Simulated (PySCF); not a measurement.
# Chlorine: a sound run and one with changed settings

Sound run: Cl [Ne] 3s2 3p5, Cl⁺ [Ne] 3s2 3p4. Computed with PySCF 2.14 in x2c-SVPall, with scalar relativity by spin-free X2C-1e. In the sound run the correlated levels freeze [Ne]. The sound run starts from symmetry-adapted Hartree-Fock orbitals and uses a fine grid where one is needed.

Changed run: initial guess atom, at most 50 SCF cycles, level shift 0.5 hartree.

```json
{"species": "Cl", "method": "UHF", "sound run (hartree)": "-460.71238", "changed run (hartree)": "-460.71238", "converged": "yes"}
{"species": "Cl", "method": "TPSS", "sound run (hartree)": "-461.41068", "changed run (hartree)": "-461.41068", "converged": "yes"}
{"species": "Cl", "method": "B3LYP", "sound run (hartree)": "-461.40895", "changed run (hartree)": "-461.40895", "converged": "yes"}
{"species": "Cl", "method": "MP2", "sound run (hartree)": "-460.82149", "changed run (hartree)": "-460.79472", "converged": "yes"}
{"species": "Cl", "method": "CCSD(T)", "sound run (hartree)": "-460.83918", "changed run (hartree)": "-460.83918", "converged": "yes"}
{"species": "Cl⁺", "method": "UHF", "sound run (hartree)": "-460.28006", "changed run (hartree)": "-460.28006", "converged": "yes"}
{"species": "Cl⁺", "method": "TPSS", "sound run (hartree)": "-460.93669", "changed run (hartree)": "-460.93669", "converged": "yes"}
{"species": "Cl⁺", "method": "B3LYP", "sound run (hartree)": "-460.93419", "changed run (hartree)": "-460.93419", "converged": "yes"}
{"species": "Cl⁺", "method": "MP2", "sound run (hartree)": "-460.36910", "changed run (hartree)": "-460.34668", "converged": "yes"}
{"species": "Cl⁺", "method": "CCSD(T)", "sound run (hartree)": "-460.38921", "changed run (hartree)": "-460.38921", "converged": "yes"}
```

Ionisation energy of Cl:

| method | sound run (eV) | changed run (eV) |
| --- | --- | --- |
| UHF | 11.764 | 11.764 |
| TPSS | 12.898 | 12.898 |
| B3LYP | 12.919 | 12.919 |
| MP2 | 12.310 | 12.192 |
| SCS-MP2 | 12.295 | 12.183 |
| CCSD | 12.245 | 12.245 |
| CCSD(T) | 12.244 | 12.244 |

A level shift leaves the converged SCF energy unchanged but raises the virtual orbital energies, which shrinks MP2 if it is not removed.

For comparison, NIST gives 12.968 eV between the lowest levels.
